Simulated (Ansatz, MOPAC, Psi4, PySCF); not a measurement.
Species: methanol, CH$_{4}$O, charge 0, multiplicity 1. SMILES: CO
Coordinates optimised at B3LYP-D3(BJ)/def2-TZVP (Ansatz, a quantum-chemistry and plane-wave program):
```xyz
6

C     -0.0525     0.6636    -0.0008
O     -0.0399    -0.7570     0.0018
H     -1.0978     0.9691     0.0075
H      0.8740    -1.0577    -0.0054
H      0.4365     1.0833     0.8854
H      0.4213     1.0799    -0.8968
```
Charge 0, spin multiplicity 1.

Wanted: vertical ionisation energy to the doublet, in eV. Set-up: six Cartesian d functions in 6-31G* and its kin unless marked 5d; valence correlation only; non-relativistic; open shells spin-unrestricted; PM7 with its own dispersion and hydrogen-bond terms; each state is the SCF solution reached for its charge and spin; 6-311+G** with 5d; no spin-orbit coupling; no dispersion term unless named. CBS marks a two-point X^-3 extrapolation of the correlation energy; Hartree-Fock from the larger set. The bracket is a focal-point correction in the basis named. First-principles rows: single points at B3LYP-D3(BJ) geometries (Ansatz). Semi-empirical rows: differences of heats of formation at the shared geometry for vertical values.

Measured values: CCCBDB table in ASE; they hold spin-orbit and core effects. 

Value to compare with, the measured value: 10.96 eV.

| level | program | vertical ionisation energy to the doublet (eV) | error |
|---|---|---|---|
| PM3 | MOPAC | 10.88 | -0.08 |
| PM6 | MOPAC | 10.21 | -0.75 |
| PM7 | MOPAC | 10.47 | -0.49 |
| HF/6-31G* | Ansatz | 9.62 | -1.34 |
| HF/6-311+G** | Ansatz | 9.72 | -1.24 |
| PBE/6-31G* | Ansatz | 10.42 | -0.54 |
| PBE/6-311+G** | Ansatz | 10.72 | -0.24 |
| B3LYP/STO-3G | Ansatz | 8.44 | -2.52 |
| B3LYP/3-21G | Ansatz | 10.33 | -0.63 |
| B3LYP/6-31G* | Ansatz | 10.65 | -0.31 |
| M06-2X/6-31G* (5d) | PySCF | 10.86 | -0.10 |
| wB97X-D/6-31G* | Psi4 | 10.72 | -0.24 |
| MP2/6-311+G** | Ansatz | 11.18 | 0.22 |
| M06-2X/def2-TZVPD | PySCF | 11.09 | 0.13 |
| wB97X-V/def2-TZVPD | Ansatz | 10.94 | -0.02 |
| RI-MP2/CBS(aug-cc-pVTZ,aug-cc-pVQZ)+[CCSD(T)-MP2]/aug-cc-pVTZ | Ansatz | 11.19 | 0.23 |

Among the 13 habitual levels, B3LYP/STO-3G lies farthest from the measured value (-2.52 eV); 1 of 13 lie above it, and their mean absolute error is 0.67 eV, the median 0.49. One case shows no general order.

The levels are drawn from those run, B3LYP/6-31G* more often than the rest, none by its result; runs whose electronic state is in doubt are left out.
